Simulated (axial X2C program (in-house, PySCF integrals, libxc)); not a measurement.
Potential curves of MgF²⁺, 2c

Computed with an in-house all-electron X2C program for linear molecules (integrals from PySCF). Two-component (2c) means X2C with spin–orbit coupling and atomic mean-field two-electron Coulomb and Gaunt terms. Basis: Mg dyall-v3z [9s8p5d3f], F dyall-v3z [6s5p2d1f] (cores contracted in-house); Gaussian nuclei, density fitting, unrestricted open shells. Masses: Mg 23.985 u, F 18.998 u.

State: Ω = 3/2 (⟨Sz⟩ = 0.50, ⟨Lz⟩ = 1.00 at HF). Energies in eV from the fragments at the same level (Mg2+ + F). Fits are polynomials in 1 − R0/R over 0.85 to 1.23 times the lowest point R0.

```csv
R (Å),MP2,B97-3,PBE,PBE0
1.8139,-0.5520,-0.4984,-0.4604,-0.4960
1.8974,-0.7260,-0.6699,-0.6399,-0.6604
1.9599,-0.7990,-0.7413,-0.7173,-0.7277
2.0225,-0.8369,-0.7782,-0.7594,-0.7610
2.0850,-0.8489,-0.7901,-0.7757,-0.7694
2.1580,-0.8393,-0.7807,-0.7704,-0.7564
2.2309,-0.8121,-0.7543,-0.7474,-0.7268
2.3248,-0.7610,-0.7052,-0.7005,-0.6732
2.4394,-0.6859,-0.6331,-0.6286,-0.5956
2.6063,-0.5709,-0.5223,-0.5142,-0.4766
```

Correlated methods: 7 electrons correlated (number of frozen shells: Mg 2 s, 1 p; F 1 s), 211 virtual spin orbitals or spinors in MP2.

Occupations by symmetry block were frozen at the best pattern of an incomplete PBE0 search. De is counted from the lowest determinant-based energies of the atoms at the same level, without counterpoise correction. Density functionals use the spin component along the axis (collinear). The 2c atoms are single determinants rather than J levels; their spin–orbit lowering is only partly caught, and De is too large by that part. This holds for B97-3, PBE, PBE0. Without a current term, density functionals place determinants with orbital angular momentum somewhat too high. For this dication the limit is the doubly charged atom plus the neutral one, which is not the lowest limit. The atomic limit has a lower orbital projection than the molecule and lies lower at mean-field level, so De may be about a tenth of an eV too small. MP2 and coupled cluster on one determinant become unreliable at the stretched end.

Task: What are Re, ωe and De at the MP2 level?

Result: At MP2, 2c: Re = 2.090 Å, ωe ≈ 347 cm⁻¹, De = 0.85 eV to Mg2+ + F; Be follows as 0.364 cm⁻¹.

Task: Fit the B97-3 curve near its minimum: give the equilibrium distance, the harmonic wavenumber and the well depth.

Result: At B97-3, 2c: Re = 2.090 Å, ωe ≈ 343 cm⁻¹, De = 0.79 eV to Mg2+ + F; Be follows as 0.364 cm⁻¹.

Task: What are Re, ωe and De at the PBE level?

Result: At PBE, 2c: Re = 2.104 Å, ωe ≈ 337 cm⁻¹, De = 0.78 eV to Mg2+ + F; Be follows as 0.359 cm⁻¹.

Task: What are Re, ωe and De at the PBE0 level?

Result: At PBE0, 2c: Re = 2.079 Å, ωe ≈ 350 cm⁻¹, De = 0.77 eV to Mg2+ + F; Be follows as 0.368 cm⁻¹.
